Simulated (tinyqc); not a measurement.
Inside a calculation. Method: extended Hueckel theory, for HF. Computed by tinyqc, a small Python program that keeps every step (integrals from PySCF). Settings: charge = 0, K = 1.75, multiplicity = 1. Command: `OMP_NUM_THREADS=1 python tinyqc.py 23576 23577 out.jsonl` (the two numbers bound the seeds that draw the settings). One thread of a shared host (Intel(R) Xeon(R) Processor @ 2.60GHz), about 0.01 s of CPU time with the checks.

## Overlaps

Geometry (angstrom):
```
atom         x         y         z
F     0.000000  0.000000  0.000000
H     0.000000  0.000000  0.893000
```

Parameters chosen for this run:
```
element  shell  Slater exponent   H_ii (eV)
H           1s         1.300000  -13.600000
F           2s         2.425000  -40.000000
F           2p         2.425000  -18.100000
```

Slater orbitals, each expanded in six Gaussians scaled to its exponent.

overlap S, order 1F 2s, 1F 2px, 1F 2py, 1F 2pz, 2H 1s:
$$\begin{pmatrix}
1.000000 & 0.000000 & 0.000000 & 0.000000 & 0.479490 \\
0.000000 & 1.000000 & 0.000000 & 0.000000 & 0.000000 \\
0.000000 & 0.000000 & 1.000000 & 0.000000 & 0.000000 \\
0.000000 & 0.000000 & 0.000000 & 1.000000 & 0.387068 \\
0.479490 & 0.000000 & 0.000000 & 0.387068 & 1.000000
\end{pmatrix}$$

## Wolfsberg-Helmholz matrix

diagonal H_ii (eV): 1F 2s -40.000000, 1F 2px -18.100000, 1F 2py -18.100000, 1F 2pz -18.100000, 2H 1s -13.600000

K = 1.750000

H_ij = K' S_ij (H_ii + H_jj)/2 for i != j (the diagonal keeps H_ii), with K' = 1.75.

H (eV), order 1F 2s, 1F 2px, 1F 2py, 1F 2pz, 2H 1s:
$$\begin{pmatrix}
-40.000000 & 0.000000 & 0.000000 & 0.000000 & -22.488091 \\
0.000000 & -18.100000 & 0.000000 & 0.000000 & 0.000000 \\
0.000000 & 0.000000 & -18.100000 & 0.000000 & 0.000000 \\
0.000000 & 0.000000 & 0.000000 & -18.100000 & -10.736294 \\
-22.488091 & 0.000000 & 0.000000 & -10.736294 & -13.600000
\end{pmatrix}$$

## Orbitals

valence electrons = 8

Solve H C = S C e through S^(-1/2); fill by pairs from the bottom, a degenerate level sharing its electrons equally; each orbital has its largest coefficient positive (the first on a tie).

orbital energies (eV): [-40.380194, -18.936568, -18.100000, -18.100000, 8.260146]

occupations: [2.000000, 2.000000, 2.000000, 2.000000, 0.000000]

coefficients, order 1F 2s, 1F 2px, 1F 2py, 1F 2pz, 2H 1s:
$$\begin{pmatrix}
0.940881 & -0.140495 & 0.000000 & 0.000000 & -0.682399 \\
0.000000 & 0.000000 & 0.990440 & -0.137946 & 0.000000 \\
0.000000 & 0.000000 & 0.137946 & 0.990440 & 0.000000 \\
-0.025132 & 0.898737 & 0.000000 & 0.000000 & -0.658166 \\
0.114426 & 0.220708 & 0.000000 & 0.000000 & 1.245151
\end{pmatrix}$$

sum of one-electron energies = -191.033523 eV

Within a degenerate level the vectors are fixed only up to a rotation; this is one choice.

## Mulliken analysis

P = C n C^T; charge = valence electrons (H 1, F 7) minus the sum of (P S)_ii on the atom; overlap population = 2 sum P_ij S_ij between two atoms.

charges: 1F -0.651550, 2H 0.651550

Overlap populations:
```
pair     value
2-1   0.449678
```
